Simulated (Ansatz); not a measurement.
# Antiferromagnetic (type II) rock-salt MnS

Method: PBE in Ansatz (PAW).

Run with plane-wave cutoff 520 eV, 12×12×12 k mesh, spin-polarised with opposed moments, scalar-relativistic PAW data made under PBE.

Cell: relaxed at this level.

```yaml
Voigt–Reuss–Hill bulk modulus: 77.1 GPa
Voigt–Reuss–Hill shear modulus (Hill average): 41.1 GPa
young_modulus: 105 GPa
poisson_ratio: 0.274
```

Elastic constants are with the ions relaxed.

The computed numbers hold no vibrational or temperature effects.

Ansatz is a first-principles code.
